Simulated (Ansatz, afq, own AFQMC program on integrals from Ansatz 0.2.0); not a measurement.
# Where AFQMC and coupled cluster stand for AlGeH, triplet

```yaml
atoms:
  - { symbol: Ge, position_ang: [0.0000, 0.0947, 0.6551] }
  - { symbol: Al, position_ang: [0.0000, -0.3145, -1.7592] }
  - { symbol: H, position_ang: [0.0000, 1.5944, -0.1229] }
```

Connectivity, by distances: GeH–Al.

Basis cc-pVDZ. Only valence electrons are correlated. AFQMC by an in-house program on the Cholesky factors that Ansatz 0.2.0 writes for its CCSD(T) run. ph-AFQMC/CISD is guided by a CISD state made of CCSD amplitudes; releasing the constraint for a short imaginary time cuts its bias at the price of noise, slowly where states lie close. Free projection: walkers drawn from exp(T), propagated without any constraint. Its projection time is finite, and what remains of the start isn't in its error. Error bars are statistical, one sigma. No spin–orbit coupling.

Determinant: UHF, the one that the program's search chose, which needn't be the lowest solution. The geometry is a point of a scan.

No full CI on the walks' own integrals is used here; CCSDT(Q) serves as the reference and is uncertain by about the last step of the cluster series.

Cautions: no relativity below Rb; no spin-orbit coupling; inner d shell frozen; lower spins were not checked.

* T1 diagnostic: 0.0311
* weight of the determinant in the CISD state: 0.858
* ⟨S²⟩ of the determinant: 2.043
* size of the correlated space: 8 electrons in 31 orbitals

```json
{"level": "MP2", "correlation energy (eV)": "-3.0684"}
{"level": "CCSD", "correlation energy (eV)": "-3.9531"}
{"level": "CCSD(T)", "correlation energy (eV)": "-4.1141"}
```

(1) Estimate where AFQMC with the constraint released lies against CCSD(T) on the same integrals.

(1) 54.2 ± 10.3 meV below CCSD(T).

Reference: CCSDT(Q), correlation energy -4.166 eV. The released energy is read at 2.40 1/Eh (meV from the phaseless value at times in 1/Eh: -15 ± 10 at 0.24, -23 ± 10 at 0.51, -22 ± 9 at 0.99, -17 ± 11 at 1.62, -28 ± 10 at 2.40).

```
         level  E − E(reference) (meV)  share of correlation (%)
       CCSD(T)                    51.5                     98.76
         CCSDT                    10.7                     99.74
   ph-AFQMC/HF            249.2 ± 26.4                     94.02
 ph-AFQMC/CISD              25.2 ± 9.1                     99.39
released AFQMC             -2.7 ± 10.3                    100.07
    free AFQMC              6.4 ± 11.5                     99.85
```

Free projections are given only where their last times agree within the noise and don't stop above the reference; a slow remainder of the start can still hide under it. A walk keeps the symmetry of its determinant, which the program's search chose and which needn't be the lowest solution, so a lower state of the same spin and another symmetry isn't excluded. Released energies are given only where the last usable release times agree within the noise; a slower fall can still hide under it.
